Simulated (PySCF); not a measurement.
Molecule: `Cc1cocn1`, C4H5NO.

Bonds (- single, = double, # triple, : aromatic): C1-C2 1.490 Å, C2:C3 1.364 Å, C3:O4 1.357 Å, O4:C5 1.340 Å, C5:N6 1.290 Å, N6:C2 1.384 Å. C1 carries H7, H8, H9; C3 carries H10; C5 carries H11.

Spin–spin couplings on one PBE0-D3(BJ)/def2-SVP geometry, PySCF, gas phase, non-relativistic, equivalent pairs averaged (spin–dipole term only in couplings to heteroatoms); isotopes 13C, 1H, 17O; basis pcJ-1.

**Question.** How do the couplings (Hz) change with the functional? Times are CPU seconds on shared hosts with different chips, so compare them loosely.

**Answer.** 
```tsv
functional	functions	1J(C5,H11)	1J(C3,H10)	1J(C1,H7)	1J(C2,C3)	1J(C1,C2)	1J(O4,C5)	1J(C3,O4)	core-s
LDA	212	191.1	170.1	101.9	58.8	42.2	39.9	27.2	24
PBE	212	221.7	198.0	122.7	69.3	53.0	39.3	26.6	36
KT2	212	241.6	214.8	129.2	57.0	43.0	42.9	29.9	38
B3LYP	212	240.0	214.4	134.7	76.7	60.2	34.6	23.6	11
PBE0	212	227.8	204.4	126.9	75.1	57.9	34.0	23.3	40
B97-2	212	218.7	196.2	121.2	73.6	57.2	32.6	21.7	40
BHandHLYP	212	255.0	229.6	145.3	89.2	69.7	27.4	18.6	23
CAM-B3LYP	212	237.7	212.0	132.2	76.3	59.7	32.9	22.5	29
``` Left out for a near triplet instability: HF/pcJ-1.
